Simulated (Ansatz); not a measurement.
# C₃H₇+: one species, many methods

The task here is to estimate one member of a computed series from the others.

Method: functionals in def2-TZVPP, the program's frozen cores in correlated methods; program: Ansatz 0.2.0, Gaussian basis.

Plan: LDA (SPW92), PBE-D4, revPBE-D4, BLYP-D4, r2SCAN-D4, B97M-V, PBE0-D4, B3LYP-D4, r2SCANh-D4, r2SCAN0-D4, HSE06-D4, BHLYP-D4, CAM-B3LYP-D4, LC-ωPBE, ωB97X-V, ωB97M-V, B2PLYP, PBE-QIDH; CCSD(T)/def2-SVP; CCSD(T)/def2-TZVPP; MP2/def2-QZVPP; extrapolation to the limit; RPA on PBE.

## Structure used throughout

The geometry comes from an earlier relaxation with PBE0-D4 in a triple-zeta def2 set; it is a stationary point, not always the lowest conformer.

10 atoms, charge 1, spin multiplicity 1.

Atoms are counted from 1 here; the program's logs count them from 0.

Bond lengths: C1–C2 1.428 Å, C1–H4 1.119 Å, C1–H5 1.095 Å, C1–H6 1.088 Å, C2–C3 1.428 Å, C2–H7 1.093 Å, C3–H8 1.095 Å, C3–H9 1.088 Å, C3–H10 1.119 Å. Angles: C2–C1–H4 100.7°, C2–C1–H5 113.3°, C2–C1–H6 115.7°, H4–C1–H5 102.4°, H4–C1–H6 108.1°, H5–C1–H6 114.5°, C1–C2–C3 125.9°, C1–C2–H7 117.1°, C3–C2–H7 117.1°, C2–C3–H8 113.2°, C2–C3–H9 115.7°, C2–C3–H10 100.8°, H8–C3–H9 114.5°, H8–C3–H10 102.4°, H9–C3–H10 108.1°.

The first run:

The input, in.yaml:

```yaml
crystal:
  periodic: [false, false, false]
  atoms:
    - {symbol: C, position_ang: [-0.816222, 0.873416, -0.464489]}
    - {symbol: C, position_ang: [0.173516, -0.154684, -0.422513]}
    - {symbol: C, position_ang: [0.696186, -0.765039, 0.757617]}
    - {symbol: H, position_ang: [-1.706287, 0.291696, -0.812734]}
    - {symbol: H, position_ang: [-0.666277, 1.585515, -1.282344]}
    - {symbol: H, position_ang: [-1.064379, 1.329330, 0.491901]}
    - {symbol: H, position_ang: [0.566060, -0.506582, -1.379739]}
    - {symbol: H, position_ang: [0.930667, -1.826511, 0.627342]}
    - {symbol: H, position_ang: [0.174433, -0.528017, 1.682604]}
    - {symbol: H, position_ang: [1.712315, -0.299113, 0.802346]}
basis:
  gaussian: {orbitals: def2-TZVPP}
total_charge: 1
hamiltonian: {xc: lda}
output: {orbitals: {seedname: orbitals}}
```

Steps of the session up to this table: LDA; PBE-D4 (GGA); revPBE-D4 (GGA); BLYP-D4 (GGA); r2SCAN-D4 (meta-GGA); B97M-V (meta-GGA); PBE0-D4 (hybrid); B3LYP-D4 (hybrid); r2SCANh-D4 (hybrid); r2SCAN0-D4 (hybrid); HSE06-D4 (hybrid); BHLYP-D4 (hybrid); CAM-B3LYP-D4 (range-separated); LC-ωPBE-D4 (range-separated; the results give it without D4); ωB97X-V (range-separated); ωB97M-V (range-separated); B2PLYP (double hybrid); PBE-QIDH (double hybrid).

One of the session's tables, all rows but one given; the rest of the session is left out.

It belongs to the step «Frontier levels by functional». Levels, from each run's orbital file:

| functional | HOMO (eV) | LUMO (eV) | gap (eV) |
| --- | --- | --- | --- |
| LDA (SPW92) | -15.16 | -10.38 | 4.78 |
| PBE-D4 | -15.20 | -10.25 | 4.95 |
| revPBE-D4 | ? | ? | ? |
| BLYP-D4 | -15.16 | -10.13 | 5.03 |
| r2SCAN-D4 | -15.54 | -9.97 | 5.57 |
| B97M-V | -15.67 | -9.90 | 5.76 |
| PBE0-D4 | -16.73 | -9.17 | 7.55 |
| B3LYP-D4 | -16.53 | -9.42 | 7.11 |
| r2SCANh-D4 | -16.10 | -9.58 | 6.52 |
| r2SCAN0-D4 | -16.94 | -8.99 | 7.96 |
| HSE06-D4 | -16.32 | -9.56 | 6.75 |
| BHLYP-D4 | -18.22 | -7.93 | 10.29 |
| CAM-B3LYP-D4 | -18.22 | -7.96 | 10.26 |
| LC-ωPBE | -19.62 | -6.78 | 12.84 |
| ωB97X-V | -19.26 | -6.81 | 12.44 |
| ωB97M-V | -19.08 | -6.89 | 12.19 |

Q: Estimate the row for revPBE-D4 from the others.

As computed: HOMO (eV): -15.19; LUMO (eV): -10.19; gap (eV): 5.00. In the column «HOMO (eV)» it lies between PBE-D4 (-15.20) and LDA (SPW92) (-15.16).
